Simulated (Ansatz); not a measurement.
Reaction (substitution at a C–O bond): `N/C=C(\O)F` + H₂S → `N/C=C(/F)S` + H₂O

Program: Ansatz. Geometries: PBE0-D4/def2-TZVP. ΔE: electronic, gas phase. CCSD(T)/CBS is the MP2 limit (def2-TZVPP, def2-QZVPP) plus CCSD(T) − MP2 in def2-TZVPP, frozen cores. This one scheme is used for every species. Double bonds are as drawn, so ΔE can hold a change between cis and trans. DFT in def2-TZVPP. Each species was taken in one conformer, which may not be the lowest.

Is it downhill or uphill in electronic energy at CCSD(T)/CBS, and by how much? (Best estimate.)

Computed: Downhill: ΔE = -22.5 kJ/mol.

What do these levels give: PBE, CAM-B3LYP, LC-ωPBE, MP2/def2-TZVPP, HF/def2-QZVPP, SCS-MP2/def2-QZVPP? (An estimate is asked.)

The calculation gave: PBE -18.4, CAM-B3LYP -7.8, LC-ωPBE -11.6, MP2/def2-TZVPP -24.4, HF/def2-QZVPP 2.2, SCS-MP2/def2-QZVPP -22.6 kJ/mol.

Largest T1 diagnostic among the species: 0.013.

Leaving LDA and LC-ωPBE aside and taking each functional with its dispersion term where it has one, the values, not all of them listed here, spread over 14.4 kJ/mol, from revPBE-D4 to CAM-B3LYP-D4. LDA lies +3.0 kJ/mol from PBE without D4. The D4 term adds −6.2 kJ/mol with B3LYP and −3.2 kJ/mol with PBE0; it sums over pairs of atoms, weighted by their polarisabilities, and B3LYP, whose exchange is more repulsive, gets the larger term.

B3LYP here is the variant with VWN-RPA as its local correlation; programs differ in this.
